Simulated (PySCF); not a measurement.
**C2H4F2 (SMILES FCCF) at 6 levels**

We compute a comparison of 6 runs (B3LYP/def2-SVPD, BHLYP/def2-SVPD, BLYP/def2-SVPD, PBE/def2-SVPD, PBE0/def2-SVPD, CCSD(T)/def2-SVPD) of C2H4F2. The job is set up through a Python script.

The results are computed with PySCF 2.14.0.

## (1) The structure to begin with

C2H4F2 has 8 atoms, charge 0, and is taken as a singlet. SMILES: `FCCF`. The shape is that of a PBE0-D4/def2-TZVP optimisation. This is one conformer, not always the lowest.

Bond lengths: F1–C2 1.378 Å, C2–C3 1.498 Å, C3–F4 1.378 Å, C2–H5 1.094 Å, C2–H6 1.095 Å, C3–H7 1.095 Å, C3–H8 1.094 Å. Some angles: F1–C2–C3 110.9°, C2–C3–F4 110.9°, F1–C2–H5 108.2°, F1–C2–H6 108.3°, C3–C2–H5 110.5°, C3–C2–H6 109.4°, C2–C3–H7 109.4°, C2–C3–H8 110.5°, F4–C3–H7 108.3°, F4–C3–H8 108.2°.

## (2) The energy at B3LYP/def2-SVPD (run 1)

The input, run.py:

```python
from pyscf import gto, dft

molecule = gto.M(
    atom='''
F     -2.480020     1.465615     1.651640
C     -0.218736     1.353157     0.365095
C      0.411771    -1.315401    -0.335200
F     -1.168096    -2.179383    -2.216365
H     -0.380175     2.528151    -1.328156
H      1.266589     2.112638     1.590885
H      2.360079    -1.403065    -1.029485
H      0.208607    -2.561732     1.301606
''',
    unit='bohr',
    verbose=4,
    max_memory=1860,
    spin=0,
    basis='def2-svpd',
)

mf = dft.RKS(molecule)
mf.xc = 'b3lyp'
mf.grids.level = 5
mf.conv_tol = 1e-10
mf.kernel()
if not mf.converged:
    mf = mf.newton().run(mf.mo_coeff, mf.mo_occ)

e_tot = mf.e_tot
print('Final energy', e_tot)
```

Command:

```console
OMP_NUM_THREADS=1 python run.py
```

The log of the run:

```text
PySCF version 2.14.0

[... 74 lines left out ...]
converged SCF energy = -278.104125801503
Final energy -278.10412580150324
```

It took 35 s on 1 thread of Arm Neoverse N1, shared host; peak memory 0.64 GiB.

## (3) The energy at BHLYP/def2-SVPD (run 2)

The input, job.py:

```python
from pyscf import gto, dft

mol = gto.M(
    atom='''
F   -1.312370   0.775570   0.874010
C   -0.115750   0.716060   0.193200
C    0.217900  -0.696080  -0.177380
F   -0.618130  -1.153280  -1.172850
H   -0.201180   1.337840  -0.702830
H    0.670250   1.117960   0.841860
H    1.248900  -0.742470  -0.544780
H    0.110390  -1.355610   0.688780
''',
    charge=0,
    verbose=4,
    basis='def2-svpd',
    spin=0,
    max_memory=1860,
)

mf = dft.RKS(mol)
mf.xc = 'bhandhlyp'
mf.conv_tol = 1e-10
mf.grids.level = 5
mf.kernel()
if not mf.converged:
    mf = mf.newton().run(mf.mo_coeff, mf.mo_occ)

etot = mf.e_tot
print('Final energy', etot)
```

Command:

```console
OMP_NUM_THREADS=1 python job.py
```

The log of the run:

```text
PySCF version 2.14.0

[... 74 lines left out ...]
converged SCF energy = -277.973666647952
Final energy -277.9736666479522
```

Run time: 35 s. Hardware: 1 thread of Arm Neoverse N1, shared host; peak memory 0.64 GiB.

Runs 3 to 5 aren't shown in full; the table further down has their settings and results.

## (4) A single-point energy at CCSD(T)/def2-SVPD (run 6)

The input, calc.py:

```python
from pyscf import gto, scf, cc

mol = gto.M(
    atom=[
    ('F', (-1.312370, 0.775570, 0.874010)),
    ('C', (-0.115750, 0.716060, 0.193200)),
    ('C', (0.217900, -0.696080, -0.177380)),
    ('F', (-0.618130, -1.153280, -1.172850)),
    ('H', (-0.201180, 1.337840, -0.702830)),
    ('H', (0.670250, 1.117960, 0.841860)),
    ('H', (1.248900, -0.742470, -0.544780)),
    ('H', (0.110390, -1.355610, 0.688780)),
],
    basis='def2-svpd',
    max_memory=1860,
    charge=0,
    verbose=3,
)

myscf = scf.RHF(mol)
myscf.conv_tol = 1e-10
myscf.kernel()
if not myscf.converged:
    myscf = myscf.newton().run(myscf.mo_coeff, myscf.mo_occ)

mycc = cc.CCSD(myscf, frozen=4)
mycc.kernel()
e_t = mycc.ccsd_t()
etot = mycc.e_tot + e_t
print(f'total energy: {etot:.8f} hartree')
```

Command:

```console
OMP_NUM_THREADS=1 python calc.py
```

The log of the run:

```text
converged SCF energy = -276.728753385868
E(CCSD) = -277.4387434767966  E_corr = -0.7099900909287301
CCSD(T) correction = -0.0180922619848403
total energy: -277.45683574 hartree
```

Run time: 3.8 min. Hardware: 1 thread of Arm Neoverse N1, shared host; peak memory 1.7 GiB.

## (5) All runs side by side

```tsv
run	level	integration grid	frozen core orbitals	energy (Eh)	dipole moment (D) of the reference	HOMO energy (eV)	LUMO energy (eV)	wall time
1	B3LYP/def2-SVPD	5	–	-278.104126	2.77	-9.47	0.35	35 s
2	BHLYP/def2-SVPD	5	–	-277.973667	2.92	-11.46	1.10	35 s
3	BLYP/def2-SVPD	5	–	-278.040922	2.64	-7.88	-0.06	34 s
4	PBE/def2-SVPD	5	–	-277.805554	2.60	-7.92	-0.01	34 s
5	PBE0/def2-SVPD	5	–	-277.815442	2.74	-9.71	0.68	35 s
6	CCSD(T)/def2-SVPD	–	4	-277.456836	3.06	-14.10	2.56	3.8 min
```

## (6) What came out

| quantity | value |
| --- | --- |
| run 6: total energy | -277.45684 Eh |
| run 6: dipole moment (Hartree–Fock density) | 3.06 D |
| run 6: HOMO energy (Hartree–Fock orbitals) | -14.10 eV |
| run 6: LUMO energy (Hartree–Fock orbitals) | 2.56 eV |
| run 6: HOMO–LUMO gap (Hartree–Fock orbitals) | 16.67 eV |
| run 6: correlation energy (4 core orbitals frozen) | -728.1 mEh |
| run 6: (T) correction | -18.09 mEh |
| run 6: T1 diagnostic | 0.012 |

Over runs 1, 2, 3, 4, 5 the dipole moment (its size) runs from 2.60 D (PBE/def2-SVPD) to 2.92 D (BHLYP/def2-SVPD). Over runs 1, 2, 3, 4, 5 the HOMO–LUMO gap runs from 7.82 eV (BLYP/def2-SVPD) to 12.56 eV (BHLYP/def2-SVPD). Totals of different functionals can't be ranked against each other. All runs together took 6.7 min, the longest 3.8 min.
